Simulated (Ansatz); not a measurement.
How far each method lies from UCCSDTQ for CF⁺, quintet

Geometry: that of the CF, quartet, kept fixed. The triplet lies 6.4 eV lower here.

```xyz
2

C     0.0000    0.0000    0.0000
F     0.0000    0.0000    1.3159
```

Basis cc-pVDZ; Ansatz 0.2.0. Only valence electrons are correlated (noble-gas cores frozen), which leaves 10 electrons in 26 orbitals. Prefix R: restricted or restricted open-shell reference; prefix U: unrestricted. Active spaces: valence = (10e, 8o) chosen from the atoms' valence shells.

Full CI isn't at hand for all of this; UCCSDTQ serves as the reference, and is uncertain by about the last step of the cluster series. The frozen core follows each run's orbitals, which can shift R against U totals by a few meV.

For open shells CISD and CISDTQ are restricted-active-space CI with the open shells as a complete middle space.

* UHF ⟨S²⟩: 6.004
* T1 diagnostic (RCCSD): 0.0143
* largest doubles amplitude (RCCSD): 0.034
* T1 diagnostic (UCCSD): 0.0107

```csv
level,E − E(UCCSDTQ) (mEh),share of correlation (%),wall time
RHF,196.54,0.00,–
UHF,191.38,2.62,–
RMP2,21.73,88.94,–
UMP2,21.74,88.94,–
CISD,8.20,95.83,2.1 s
RCCSD,3.25,98.35,–
UCCSD,3.15,98.40,–
RCCSD(T),0.57,99.71,0.61 s
UCCSD(T),0.50,99.75,0.58 s
BCCD(T),0.58,99.71,0.66 s
RCCSDT,0.19,99.90,–
UCCSDT,0.12,99.94,–
CISDTQ,0.22,99.89,3.1 min (H100)
RCCSDT(Q),0.08,99.96,5.5 s
UCCSDT(Q),0.00,100.00,4.4 s
RCCSDTQ,0.07,99.96,35 s (H100)
CASSCF (valence space),171.39,12.80,–
NEVPT2 (valence space),28.06,85.72,0.37 s
MRCISD (valence space),6.70,96.59,–
MRCISD+Q (valence space),0.71,99.64,1.2 s
MRCISD+Q(relaxed) (valence space),-0.07,100.04,1.4 s
```

The correlation energy at UCCSDTQ, counted from RHF, is -5.348 eV. That run took 23 s on 2 threads of AMD EPYC 7R13 with a shared H100 80 GB, shared host.

Times hold each run's SCF and search for its determinant on a shared host, so for small cases they say little of a method's own cost; rows without a card ran on 1 thread of AMD EPYC 7R13.

Natural occupations of CASSCF (valence space) about the gap: 1.998 1.983 1.001 1.001 1.001 0.999 0.017; effectively unpaired electrons, Σ n²(2−n)², 4.00.
